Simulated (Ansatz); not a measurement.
A further run on the cluster Li2S⁻ (the lowest doublet isomer of a short search).

```yaml
crystal:
  periodic: [false, false, false]
  atoms:
    - {symbol: Li, position_ang: [-0.684080, 1.210642, -0.634212]}
    - {symbol: Li, position_ang: [-0.324375, -1.131546, 0.974811]}
    - {symbol: S, position_ang: [1.008455, -0.079106, -0.340589]}
basis:
  gaussian: {orbitals: def2-TZVPP}
total_charge: -1
magnetization: {spin_polarized: true, initial_magnetization: 1}
hamiltonian: {xc: {name: PBE0}, dispersion: d3bj}
scf: {omitted_lower_state_checks: [starts]}
output: {forces: true}
```

```sh
$ ansatz run in.yaml --threads 4 --pin off --events-out ev --progress --plain --max-ram 3916MiB
```

Output, abridged:

```
Functional definition: PBE0
605 factors; their error is unknown
mean field evaluation 1: about -11241.9479 eV, gradient 7.2e0 eV
mean field evaluation 2: about -11241.9704 eV, gradient 7.5e0 eV
mean field evaluation 4: about -11242.2688 eV, gradient 7.3e-1 eV
mean field evaluation 8: about -11242.2860 eV, gradient 1.8e-2 eV
mean field evaluation 16: about -11242.2860 eV, gradient 2.6e-5 eV
mean field -11242.28597204 eV, -413.1463891775 hartree, gradient 1.9e-5 eV, S^2 0.752377; 0 other end points of the search recorded, 0 dependent functions left out
reference -11242.28600179 eV, -413.1463902705 hartree; 12, 11 occupied and 68, 69 virtual orbitals, 605 factors
Total energy: -11242.33870772 eV, -413.1483271777 hartree
Atom 0 at    -0.684080     1.210642    -0.634212 Å, force     0.043981    -0.105645     0.061573 eV/Å
Atom 1 at    -0.324375    -1.131546     0.974811 Å, force     0.012209     0.101238    -0.080550 eV/Å
Atom 2 at     1.008455    -0.079106    -0.340589 Å, force    -0.056190     0.004407     0.018977 eV/Å
Dipole moment:     0.133833    -0.010498    -0.045200 e Å
Checks for a lower state left out: starts
```

It took 0.7 s on 4 threads of Arm Neoverse V1 on a shared host.

The highest occupied level of an anion often lies above zero with these methods, and sets without diffuse functions describe the outer electron poorly.

The dipole of an ion depends on the origin.
